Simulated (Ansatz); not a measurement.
Total energies of Si3 (the lowest singlet isomer of a short search) from Ansatz at PBE0-D4/def2-TZVP, gas phase (1 Eh = 27.2114 eV = 2625.5 kJ/mol). The reference geometry is relaxed at PBE-D4/def2-TZVP.

```tsv
atom	x (Å)	y (Å)	z (Å)
Si1	-0.117	-0.683	-0.858
Si2	0.151	-0.785	1.312
Si3	-0.035	1.467	-0.455
```

```
           state                     geometry  energy (Eh)
charge 0 singlet                    reference   -868.02113
charge 1 doublet                    reference   -867.72188
charge 0 triplet  relaxed at PBE-D4/def2-TZVP   -868.02897
charge 0 quintet  relaxed at PBE-D4/def2-TZVP   -867.95228
```

**Question.** Work out the vertical ionisation energy to the doublet.

**Answer.** E(charge 1 doublet) − E(charge 0 singlet) = -867.72188 − (-868.02113) = 0.29925 Eh = 8.14 eV. For comparison, −ε of the highest occupied level is 6.28 eV at this level, 1.86 eV less.

**Question.** Which of the charge 0 states is lowest, and how far above it are the others?

**Answer.** The triplet. singlet: -868.02113 − (-868.02897) = 0.00784 Eh = 20.6 kJ/mol; quintet: -867.95228 − (-868.02897) = 0.07669 Eh = 201.3 kJ/mol. The triplet differs in its bonds from the reference. The quintet differs in its bonds from the reference.

At PBE0-D4/def2-TZVP the charge 1 doublet is spin-contaminated (final ⟨S²⟩ up to 0.85, 0.75 for a pure state). 

The structure comes from a short search, and lower isomers may exist.
